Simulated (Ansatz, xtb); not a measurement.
Relaxing a trial structure of H6PSi2+

The starting geometry of this gas-phase singlet was built from a drawn formula by distance geometry and a force field; its bonds are those of `[SiH2]1[SiH2][PH2+]1`.

```xyz
9

P     1.1719    1.9776    0.6995
Si   -0.4801    0.7749   -0.0909
Si   -0.0105    2.7855   -0.8943
H     0.0508   -0.4619   -0.7181
H    -1.5652    0.6366    0.9277
H    -0.8413    3.9377   -0.5499
H     0.7492    2.8560   -2.2039
H     2.3764    1.2621    0.4501
H     0.8821    2.2568    2.0432
```

Q: Where would you expect an optimisation with r2SCAN-D4/def2-SVP to take it?

A: It keeps its bonds, and is `[SiH2]1[SiH2][PH2+]1`.

The energy falls by 0.48 eV over 5 steps:

```tsv
step	E − E(last) (eV)
1	0.478
2	0.051
3	0.003
4	0.000
5	0.000
```

Final geometry (Å):

| atom | x (Å) | y (Å) | z (Å) |
| --- | --- | --- | --- |
| P | 1.1722 | 1.8727 | 0.7653 |
| Si | -0.5841 | 0.6758 | -0.1219 |
| Si | -0.0520 | 2.7695 | -0.9672 |
| H | -0.0812 | -0.5374 | -0.8087 |
| H | -1.6722 | 0.5552 | 0.8765 |
| H | -0.8052 | 3.9578 | -0.5013 |
| H | 0.7868 | 2.8648 | -2.1848 |
| H | 2.5001 | 1.4457 | 0.5425 |
| H | 1.0687 | 2.4213 | 2.0629 |

From the same start GFN2-xTB ends elsewhere, at `[SiH2+][SiH2]P`.

No frequencies were run, so the end isn't proven a minimum. Run with Ansatz 0.2.0, 23 s on 1 thread of Intel(R) Xeon(R) Processor @ 2.50GHz (Skylake/Cascade Lake), with other jobs on the host.
